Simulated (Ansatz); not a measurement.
# BO+ (singlet): trial inputs and their diagnosis

3 inputs are run for BO+ (singlet) as typed; the log has to tell whether the result can be used and what must change.

Computed with Ansatz 0.2.0, Gaussian basis. Level: the settings change from run to run.

16 further runs of the same task are left out: 2 for a known fault of the program, 3 that didn't finish, 11 set aside as unsound or not needed. Runs told in other sessions of the task aren't counted.

**1. The geometry**

The geometry is a PBE0/def2-TZVP stationary point (not a proven minimum) of the parent state, kept for this charge and spin.

2 atoms, charge 1, spin multiplicity 1.

Atoms are counted from 1 here; the program's logs count them from 0.

Bond lengths: B1–O2 1.201 Å.

**2. Input 1**

in.yaml reads:

```yaml
crystal:
  periodic: [false, false, false]
  atoms:
    - {symbol: B, position_ang: [0.000000, 0.000000, 0.000000]}
    - {symbol: O, position_ang: [0.000000, 0.000000, 1.200581]}
basis:
  gaussian: {orbitals: "6-31G*"}
total_charge: 1
magnetization: {spin_polarized: false}
correlation: {method: ccsd(t), electrons: outside_noble_gas}
scf: {lower_state_search: light}
```

The run is started by

```
$ ansatz run in.yaml --threads 1 --pin off --events-out ev --progress --plain --max-ram 2393MiB
```

The log of the run:

```text
Error: YAML parse error: error: line 10 column 23: unknown variant `ccsd(t)`, expected one of mp2, rpa, ccsd, ccsd_t, bccd, bccd_t, ccsdt, ccsdt_q, ccsdt_q_b, ccsdtq, fci, sc_nevpt2, fic_nevpt4_sd, fic_mrcisd_q, fic_mrcisd_q_relaxed
  --> <input>:10:23
   |
 8 | total_charge: 1
 9 | magnetization: {spin_polarized: false}
10 | correlation: {method: ccsd(t), electrons: outside_noble_gas}
   |                       ^ unknown variant `ccsd(t)`, expected one of mp2, rpa, ccsd, ccsd_t, bccd, bccd_t, ccsdt, ccsdt_q, ccsdt_q_b, ccsdtq, fci, sc_nevpt2, fic_nevpt4_sd, fic_mrcisd_q, fic_mrcisd_q_relaxed
11 | scf: {lower_state_search: light}
   |
```

It took 0.03 s on 1 thread of Arm Neoverse V2, shared host.

Diagnosis: The run was refused. The method's name isn't one that the program knows. Fix: name one from the list in the message.

**3. Input 2**

in.yaml reads:

```yaml
crystal:
  periodic: [false, false, false]
  atoms:
    - {symbol: B, position_ang: [0.000000, 0.000000, 0.000000]}
    - {symbol: O, position_ang: [0.000000, 0.000000, 1.200581]}
basis:
  gaussian: {orbitals: "6-31G*"}
total_charge: 1
correlation: {method: sc_nevpt2, electrons: valence, active_space: {window: {electrons: 2, orbitals: 2}, states: [{multiplicity: 1, irrep: Sigma, weights: [1]}]}}
scf: {lower_state_search: off}
```

The command is unchanged.

The log of the run:

```text
Functional definition: HF
  name "HF"
  cite "Fock, Z. Phys. 61, 126 (1930) doi:10.1007/BF01340294"
  parent pbe
  exchange = exact_x
  correlation = 0
these checks for a lower state are left out or cut short: stability, starts, cluster_reference, orbital_swaps, neighbouring_geometries, increment
457 factors; integrals over basis functions are off by at most 1.1e-7 eV
mean field evaluation 1: about -2681.6957 eV, gradient 8.0e1 eV
mean field evaluation 2: about -2681.6992 eV, gradient 8.0e1 eV
mean field evaluation 4: about -2694.3675 eV, gradient 9.7e0 eV
mean field evaluation 8: about -2694.7539 eV, gradient 1.0e-1 eV
a density is far from that of the atoms, so the factors are made again for it
479 factors; integrals over basis functions are off by at most 1.0e-7 eV
mean field evaluation 16: about -2694.7547 eV, gradient 2.6e-6 eV
mean field -2694.75474162 eV, -99.0304101841 hartree, gradient 2.6e-6 eV, S^2 0.000000; 1 other end points of the search recorded, 0 dependent functions left out
reference -2694.75474162 eV, -99.0304101841 hartree; 6, 6 occupied and 24, 24 virtual orbitals, 479 factors
Error: the irrep Sigma is not accepted for these orbitals, which take A1, B1, B2, A2, or 1 to 4
```

It took 0.18 s on 1 thread of Arm Neoverse V2, shared host.

Diagnosis: The run stopped with an error. The symmetry label isn't among those of the (sub)group in which the program labels its orbitals. Cure: name an irrep that the log lists.

**4. Input 3**

in.yaml reads:

```yaml
crystal:
  periodic: [false, false, false]
  atoms:
    - {symbol: B, position_ang: [0.000000, 0.000000, 0.000000]}
    - {symbol: O, position_ang: [0.000000, 0.000000, 1.200581]}
basis:
  gaussian: {orbitals: def2-TZVPP}
total_charge: 1
correlation: {method: fci, electrons: all, diis_vectors: 2}
output: {forces: true}
```

The command is unchanged.

The log of the run:

```text
Error: "diis_vectors" apply only to coupled cluster; leave them out
```

Wall time 0.03 s (1 thread of Arm Neoverse V2, shared host).

**Diagnosis.** The run was refused. It says: «"diis_vectors" apply only to coupled cluster».

**5. Summary**

```
input               level                ended                                                                                            cause    time
    1    'ccsd(t)'/6-31G*              refused                                               the method's name isn't one that the program knows  0.03 s
    2  NEVPT2(2,2)/6-31G*  stopped by an error  the symmetry label isn't among those of the (sub)group in which the program labels its orbitals  0.18 s
    3      FCI/def2-TZVPP              refused                                                     "diis_vectors" apply only to coupled cluster  0.03 s
```

2 refused, 1 stopped by an error.
